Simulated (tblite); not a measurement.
A geometry optimisation, step by step.

Compound: C4H5NP (charge -1).
Numbering: `[PH-:1][n:2]1[cH:3][cH:4][cH:5][cH:6]1` (hydrogens: H7 on P1; H8 on C3; H9 on C4; H10 on C5; H11 on C6)
Bond orders are those of one Lewis drawing.

Computed with GFN2-xTB (tblite), gas phase: L-BFGS steps from a force-field or distance-geometry start until the largest atomic force falls under 0.01 eV/Å. 7 of its 24 geometries are shown.

Step 0: E = -455.0458 eV, largest atomic force 2.135 eV/Å
```
atom  x, y, z in Å  |  force x, y, z in eV/Å
P1      2.485   -0.357    0.029    1.015  -1.863  -0.236
N2      0.733   -0.179   -0.014    0.388   1.220   0.279
C3     -0.144   -1.211   -0.182   -0.354   1.085   0.037
C4     -1.427   -0.669   -0.159    0.521  -0.133   0.150
C5     -1.296    0.716    0.068   -0.324  -0.123  -0.133
C6      0.050    0.993    0.144   -0.094  -0.502  -0.076
H7      3.289    0.799    0.224   -1.361   0.500   0.020
H8      0.187   -2.223   -0.321    0.050   0.094   0.001
H9     -2.342   -1.237   -0.263    0.119   0.156   0.015
H10    -2.099    1.441    0.145    0.140  -0.189  -0.016
H11     0.569    1.929    0.301   -0.099  -0.246  -0.041
```

Step 4: E = -455.4435 eV, largest atomic force 0.891 eV/Å
```
atom  x, y, z in Å  |  force x, y, z in eV/Å
P1      2.567   -0.510    0.009   -0.538   0.610   0.069
N2      0.786   -0.144    0.002    0.027  -0.138  -0.046
C3     -0.109   -1.148   -0.181   -0.259  -0.161   0.029
C4     -1.401   -0.670   -0.144    0.118   0.139  -0.040
C5     -1.298    0.714    0.058    0.331   0.058   0.062
C6      0.049    0.991    0.145    0.469  -0.025   0.014
H7      3.090    0.810    0.218   -0.716  -0.520  -0.100
H8      0.189   -2.165   -0.314    0.286  -0.229  -0.034
H9     -2.321   -1.225   -0.261    0.205  -0.047   0.008
H10    -2.099    1.429    0.143    0.025  -0.015  -0.011
H11     0.552    1.920    0.299    0.052   0.329   0.048
```

Step 8: E = -455.5806 eV, largest atomic force 0.296 eV/Å
```
atom  x, y, z in Å  |  force x, y, z in eV/Å
P1      2.512   -0.524    0.005   -0.057  -0.094  -0.017
N2      0.798   -0.155    0.001   -0.130  -0.102  -0.019
C3     -0.102   -1.157   -0.177    0.068  -0.071  -0.011
C4     -1.377   -0.650   -0.144    0.066  -0.072  -0.009
C5     -1.250    0.730    0.064   -0.059  -0.112  -0.014
C6      0.101    0.999    0.148   -0.169   0.113   0.013
H7      2.888    0.775    0.206   -0.055   0.288   0.040
H8      0.232   -2.170   -0.316    0.023   0.022   0.005
H9     -2.280   -1.224   -0.259   -0.063   0.052   0.007
H10    -2.077    1.419    0.141    0.179   0.114   0.018
H11     0.561    1.960    0.305    0.197  -0.140  -0.014
```

Step 12: E = -455.5989 eV, largest atomic force 0.263 eV/Å
```
atom  x, y, z in Å  |  force x, y, z in eV/Å
P1      2.497   -0.514    0.006    0.142   0.218   0.035
N2      0.786   -0.163   -0.001    0.096  -0.008   0.005
C3     -0.101   -1.170   -0.179   -0.129   0.035  -0.005
C4     -1.376   -0.661   -0.146   -0.099   0.082   0.018
C5     -1.252    0.719    0.064    0.046   0.095   0.007
C6      0.094    0.997    0.148    0.174  -0.173  -0.019
H7      2.849    0.808    0.209   -0.083  -0.029  -0.007
H8      0.245   -2.176   -0.317    0.002  -0.059  -0.008
H9     -2.289   -1.216   -0.258   -0.073  -0.049  -0.010
H10    -2.047    1.441    0.144   -0.052   0.001  -0.002
H11     0.599    1.937    0.303   -0.024  -0.114  -0.015
```

Step 15: E = -455.6097 eV, largest atomic force 0.169 eV/Å
```
atom  x, y, z in Å  |  force x, y, z in eV/Å
P1      2.507   -0.487    0.010    0.034  -0.060  -0.008
N2      0.789   -0.179   -0.003   -0.022  -0.096  -0.020
C3     -0.109   -1.177   -0.181   -0.028  -0.055   0.002
C4     -1.385   -0.661   -0.145    0.019   0.063   0.002
C5     -1.247    0.721    0.064    0.075   0.018   0.007
C6      0.105    0.979    0.146    0.009   0.010  -0.001
H7      2.800    0.836    0.212    0.011   0.167   0.025
H8      0.251   -2.180   -0.317   -0.124  -0.056  -0.013
H9     -2.304   -1.214   -0.258    0.055   0.036   0.007
H10    -2.030    1.459    0.146   -0.007  -0.078  -0.010
H11     0.627    1.906    0.300   -0.023   0.051   0.009
```

Step 19: E = -455.6164 eV, largest atomic force 0.114 eV/Å
```
atom  x, y, z in Å  |  force x, y, z in eV/Å
P1      2.519   -0.471    0.012   -0.008   0.097   0.013
N2      0.791   -0.198   -0.006    0.056   0.097   0.021
C3     -0.117   -1.188   -0.182    0.070   0.033   0.002
C4     -1.385   -0.655   -0.145    0.034  -0.044  -0.002
C5     -1.235    0.724    0.064    0.003  -0.046  -0.009
C6      0.117    0.968    0.145   -0.024  -0.016  -0.004
H7      2.781    0.873    0.216   -0.036  -0.088  -0.014
H8      0.224   -2.198   -0.321   -0.085  -0.050  -0.009
H9     -2.304   -1.204   -0.256   -0.033   0.020   0.001
H10    -2.023    1.454    0.146    0.007   0.011   0.003
H11     0.637    1.897    0.299    0.016  -0.014  -0.002
```

Step 23: E = -455.6181 eV, largest atomic force 0.009 eV/Å
```
atom  x, y, z in Å  |  force x, y, z in eV/Å
P1      2.523   -0.461    0.013    0.001  -0.001  -0.001
N2      0.795   -0.199   -0.005   -0.002   0.000   0.001
C3     -0.113   -1.190   -0.182   -0.002   0.000  -0.002
C4     -1.381   -0.657   -0.145   -0.001   0.003   0.001
C5     -1.233    0.721    0.064    0.002   0.001   0.000
C6      0.119    0.966    0.145   -0.003   0.000   0.001
H7      2.769    0.880    0.217    0.000   0.001   0.000
H8      0.209   -2.206   -0.322   -0.003  -0.001   0.001
H9     -2.306   -1.199   -0.256    0.005  -0.007  -0.001
H10    -2.019    1.453    0.146    0.001   0.003   0.001
H11     0.642    1.893    0.299    0.001   0.001   0.000
```

**Question.** Summarise the path.

**Answer.** The energy falls by 55.22 kJ/mol from step 0 to step 23; nine tenths of that is first reached at step 7. It falls at every step. The largest force goes from 2.135 to 0.009 eV/Å. Among the bonds P1–H7 changes most, from 1.422 to 1.379 Å; the atoms move by 0.172 Å rms after alignment.

**Question.** Follow the three bonds and two angles with the largest change from start to end.

**Answer.** 
```
step  E above end (kJ/mol)  largest force (eV/Å)  P1–H7 (Å)  C3–C4 (Å)  P1–N2 (Å)  N2–P1–H7 (°)  P1–N2–C6 (°)
   0                 55.22                 2.135      1.422      1.393      1.761         118.9         125.5
   1                 43.94                 1.517      1.431      1.375      1.774         115.6         127.8
   2                 28.33                 1.215      1.455      1.375      1.806         107.5         132.3
   3                 22.96                 1.136      1.455      1.373      1.814         104.0         133.5
   4                 16.85                 0.891      1.436      1.378      1.818          99.9         134.3
   5                 11.61                 0.742      1.400      1.374      1.805          97.1         134.1
   6                  7.74                 0.661      1.367      1.375      1.783          95.2         133.6
   7                  5.28                 0.493      1.358      1.373      1.766          94.4         133.2
   8                  3.62                 0.296      1.367      1.372      1.752          94.0         132.9
   9                  3.15                 0.218      1.375      1.372      1.750          94.0         132.8
  10                  2.76                 0.211      1.381      1.372      1.749          93.9         132.7
  11                  2.34                 0.279      1.384      1.372      1.748          93.7         132.5
  12                  1.86                 0.263      1.383      1.373      1.746          93.3         132.1
  13                  1.41                 0.195      1.378      1.374      1.745          92.9         131.5
  14                  1.06                 0.141      1.372      1.375      1.745          92.6         131.0
  15                  0.81                 0.169      1.371      1.376      1.746          92.3         130.4
  16                  0.61                 0.162      1.373      1.377      1.748          92.2         129.9
  17                  0.46                 0.165      1.377      1.377      1.749          92.1         129.4
  18                  0.31                 0.142      1.381      1.376      1.750          92.1         129.0
  19                  0.17                 0.114      1.384      1.376      1.750          92.1         128.6
  20                  0.06                 0.093      1.384      1.376      1.749          92.0         128.4
  21                  0.01                 0.042      1.381      1.376      1.748          91.9         128.3
  22                  0.00                 0.012      1.379      1.376      1.748          91.9         128.4
  23                  0.00                 0.009      1.379      1.376      1.748          91.8         128.4
```

The cost below is that of the whole relaxation. The run took 0.12 s on one thread, Arm Neoverse V1 (aarch64), no GPU, shared host with 32 logical CPUs at a one-minute load of 11.
